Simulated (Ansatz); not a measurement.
Trigonal Se was calculated with HSE06 (Ansatz, a first-principles code, plane waves, PAW).

Numerical settings: plane-wave cutoff 500 eV, 6×6×4 k mesh (along the axes of the cell as run), gaussian smearing 0.02 eV, scalar-relativistic PAW data made under PBE.

Cell (relaxed at this level):

```yaml
crystal:
  lattice:
    - [4.85222, 0.00000, 0.00000]
    - [-2.42611, 4.20215, 0.00000]
    - [0.00000, 0.00000, 4.88453]
  atoms:
    - { symbol: Se, position: [0.20082, 0.00000, 0.33333] }
    - { symbol: Se, position: [0.00000, 0.20082, 0.66667] }
    - { symbol: Se, position: [0.79918, 0.79918, 0.00000] }
```

Give the computed band gap.


* **band gap**: 2.42 eV (on the SCF k mesh)

Note: the cell comes from a level without a dispersion term, which matters for the spacing of layers, chains or molecules.

Spin–orbit coupling is not included.

The computed numbers hold no vibrational or temperature effects.
